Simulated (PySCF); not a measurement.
Coordinates in bohr (charge 0 multiplicity 1):
```
O     0.0929    0.0813    0.0000
H    -0.7372   -0.6451    1.4392
H    -0.7372   -0.6451   -1.4392
```

Computed with PySCF, PBE0, basis O def2-TZVP, H def2-TZVP (no relativity, density fitting).

This geometry of H2O is a stationary point at this level.

Question: What is the point group?

Answer: C2v.

Question: Is it a minimum?

Answer: Yes: all harmonic wavenumbers are real.

Question: What are the dipole moment and the gap between the highest occupied and lowest empty levels?

Answer: 2.07 D and 9.75 eV.

Question: Give the ideal-gas entropy at 298.15 K and 1 bar by parts.

Answer: translation 144.9, rotation 43.7, vibration 0.0, spin 0.0; total 188.7 J/(mol K).
